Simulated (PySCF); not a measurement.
Molecule: `ClCC1CC1`, C4H7Cl.

Molfile (atoms numbered from 1):
```
C4H7Cl
     RDKit          3D

 12 12  0  0  0  0  0  0  0  0999 V2000
    2.6582    0.1686   -0.7146 Cl  0  0  0  0  0  0  0  0  0  0  0  0
    1.3089   -0.5110    0.2568 C   0  0  0  0  0  0  0  0  0  0  0  0
   -0.0107   -0.3311   -0.4228 C   0  0  0  0  0  0  0  0  0  0  0  0
   -0.7063    0.9930   -0.3596 C   0  0  0  0  0  0  0  0  0  0  0  0
   -1.2472   -0.1686    0.4181 C   0  0  0  0  0  0  0  0  0  0  0  0
    1.3287    0.0031    1.2285 H   0  0  0  0  0  0  0  0  0  0  0  0
    1.5425   -1.5723    0.4201 H   0  0  0  0  0  0  0  0  0  0  0  0
   -0.1172   -0.8982   -1.3532 H   0  0  0  0  0  0  0  0  0  0  0  0
   -0.2089    1.7968    0.1911 H   0  0  0  0  0  0  0  0  0  0  0  0
   -1.2519    1.3293   -1.2445 H   0  0  0  0  0  0  0  0  0  0  0  0
   -2.1666   -0.6494    0.0744 H   0  0  0  0  0  0  0  0  0  0  0  0
   -1.1295   -0.1603    1.5058 H   0  0  0  0  0  0  0  0  0  0  0  0
  1  2  1  0
  2  3  1  0
  3  4  1  0
  4  5  1  0
  5  3  1  0
  2  6  1  0
  2  7  1  0
  3  8  1  0
  4  9  1  0
  4 10  1  0
  5 11  1  0
  5 12  1  0
M  END
```

Geometry PBE0-D3(BJ)/def2-SVP throughout; GIAO in PySCF 2.14.0 with density-fitted response routines, gas phase, one conformer, non-relativistic; equivalent atoms averaged; basis pcSseg-2.

For orientation, B97-2 gives these absolute shieldings σ: Cl1 838.0, C2 125.8, C3 166.3, C4/C5 175.4, H6/H7 28.06, H8 30.26, H10/H11 30.70, H9/H12 31.06 ppm.

A run gave: Cl1 792.5, C2 113.5, C3 155.3, C4/C5 166.1, H6/H7 27.94, H8 30.23, H10/H11 30.69, H9/H12 31.07 ppm (absolute shieldings σ).

Which functional was used in that run?
A. B97-D
B. mPW1PW91
C. BLYP
D. KT2
E. BP86

## Answers

C. C2 tells them apart best: BLYP gives 113.5, mPW1PW91 gives 125.9, B97-D gives 118.7, KT2 gives 123.3, BP86 gives 119.0 ppm.
